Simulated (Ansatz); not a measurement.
Molecule: trifluoroborane, BF3, net charge 0, singlet state. SMILES: FB(F)F
Coordinates optimised at B3LYP-D3(BJ)/def2-TZVP (Ansatz, an electronic-structure program):
```xyz
4

B      0.0000     0.0000     0.0000
F      0.0168     1.3152     0.0316
F      1.1308    -0.6724    -0.0050
F     -1.1476    -0.6428    -0.0266
```

Quantity: enthalpy of formation at 298 K, in kcal/mol. Conventions: LANL2DZ all-electron up to Ne; open shells spin-unrestricted; no spin-orbit coupling; dispersion terms only where a functional's name holds one; 6-31G* and kin with 6d, 5d where marked; 6-311+G** with 5d; non-relativistic; valence correlation only. CBS(X,Y): correlation extrapolated as X^-3; Hartree-Fock from the larger set. First-principles rows: single points at B3LYP-D3(BJ) geometries (Ansatz), with unscaled harmonic terms from B3LYP/6-31G* at its own minima, enthalpies of formation by atomisation with measured atoms.

Measured values: G2/97 table in ASE (Curtiss et al.); they hold spin-orbit and core effects, anharmonicity. 

Value to compare with, the measured value: -271.4 kcal/mol.

| level | program | enthalpy of formation at 298 K (kcal/mol) | error |
|---|---|---|---|
| PBE/STO-3G | Ansatz | -326.5 | -55.1 |
| PBE/3-21G | Ansatz | -287.6 | -16.2 |
| PBE/LANL2DZ | Ansatz | -226.7 | 44.7 |
| PBE/6-31G* | Ansatz | -292.7 | -21.3 |
| PBE/def2-SVP | Ansatz | -295.5 | -24.1 |
| PBE/6-311+G** | Ansatz | -271.1 | 0.3 |
| PBE/def2-TZVPD | Ansatz | -281.2 | -9.8 |
| CCSD(T)/CBS(cc-pVTZ,cc-pVQZ) | Ansatz | -270.7 | 0.7 |

Among the 6 habitual levels, PBE/STO-3G lies farthest from the measured value (-55.1 kcal/mol) and PBE/6-311+G** nearest (0.3); 2 of 6 lie above it, and their mean absolute error is 27.0 kcal/mol, the median 22.7. One case shows no general order.

The sets are all those run for this method; runs whose electronic state is in doubt are left out.
